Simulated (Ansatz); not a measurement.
Results of PBEsol (Ansatz, a first-principles code, PAW) for rock-salt SnTe (cubic form, which distorts at low temperature).

Run with plane-wave cutoff 520 eV, 12×12×12 k mesh, perturbation theory, force constants from a 4×4×4 q mesh, scalar-relativistic PAW data made under PBE.

Computed at the level's own relaxed cell. Harmonic vibrational thermodynamics at fixed volume:

| T (K) | S_vib (J/K per mol of atoms) | C_V (J/K per mol of atoms) | F_vib (eV/atom) |
|---|---|---|---|
| 0 | 0.00 | 0.00 | 0.0148 |
| 200 | 40.72 | 24.21 | -0.0312 |
| 400 | 57.73 | 24.76 | -0.1352 |
| 600 | 67.80 | 24.86 | -0.2660 |
| 700 | 71.63 | 24.88 | -0.3383 |
| 800 | 74.95 | 24.90 | -0.4143 |
| 900 | 77.89 | 24.90 | -0.4935 |

The crystal is taken as a harmonic solid at every temperature: melting, phase changes and thermal expansion are not seen.

Note: the run warned that the k mesh is coarse for the response to a field; symmetry holds this phase in the static calculation, where it need not be a minimum.
